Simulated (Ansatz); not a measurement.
Process, species as SMILES: [CH2]Cl (CH2-Cl) → [CH2-]Cl (an electron is taken up)
B3LYP-D3(BJ)/def2-TZVP geometries, fixed; electronic energies without zero-point terms; positive where energy is released.

The adiabatic electron affinity at CCSD(T) with Ansatz (a first-principles code), in eV, split into its Hartree-Fock and correlation parts. Cores are frozen. Open shells are unrestricted. No added dispersion term, no relativity. Functions are those of the species that has most. These sets lack the diffuse functions that anions need.

```tsv
basis	X	functions	Hartree-Fock	CCSD(T)
cc-pV(D+d)Z	2	47	-0.855	-0.159
cc-pV(T+d)Z	3	97	-0.748	0.293
cc-pV(Q+d)Z	4	179	-0.675	0.497
```

Worked estimate of the basis-set limit from each neighbouring pair, with Hartree-Fock from the larger set and the correlation part extrapolated as X^-3.
Correlation parts: X = 2: 0.696, X = 3: 1.041, X = 4: 1.172.
- (2,3): (27·(1.041) - 8·(0.696))/19 = 1.186; with Hartree-Fock -0.748 the estimate is 0.438 eV.
- (3,4): (64·(1.172) - 27·(1.041))/37 = 1.268; with Hartree-Fock -0.675 the estimate is 0.593 eV.
The last two estimates differ by 0.154 eV; the largest set lies 0.096 from the last. Over the last step Hartree-Fock moves by 0.073 and the correlation part by 0.131.
